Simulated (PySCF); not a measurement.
Energies from PySCF, thermal terms from the rigid-rotor harmonic-oscillator model, ideal gas at 1 bar. 'Table' is the NASA 1993 thermochemical table (part measured, part estimated). S°(298 K) at PBE0/def2-TZVP differs from the NASA 1993 table for Al2F6 (+7 J/mol/K); whether the harmonic model or the table's entry is off was not settled. 6-31G* has spherical d functions here. All species are closed-shell singlets. B3LYP is the form with VWN-RPA correlation. The harmonic model lacks anharmonicity and excited electronic states, which grow with temperature; levels with a mode under 35 cm⁻¹ are left out. Soft modes under 120 cm⁻¹ make the harmonic entropy rough for Al2F6. The table's entry may be an old estimate for Al2F6 (not checked at source).

Harmonic frequencies at B3LYP/6-31G* (cm⁻¹): 58, 99, 175, 176, 198, 212, 236, 266, 322, 398, 465, 566, 589, 604, 810, 854, 985, 997. Point group D2h; S°(298 K) = 390.9 J/mol/K at this level.

Question: Work out Cp and S° of gaseous Al2F6 at 500, 800, 1200, 1600, 2000 K from these, and set them beside the table.

Answer: 
| T (K) | Cp B3LYP/6-31G* | Cp table | S° B3LYP/6-31G* | S° table |
|---|---|---|---|---|
| 500 | 159.7 | 158.6 | 467.6 | 463.0 |
| 800 | 172.5 | 172.0 | 546.0 | 541.1 |
| 1200 | 178.0 | 177.6 | 617.2 | 612.1 |
| 1600 | 180.1 | 180.0 | 668.7 | 663.6 |
| 2000 | 181.1 | 181.2 | 709.0 | 703.9 |
Units J/mol/K.
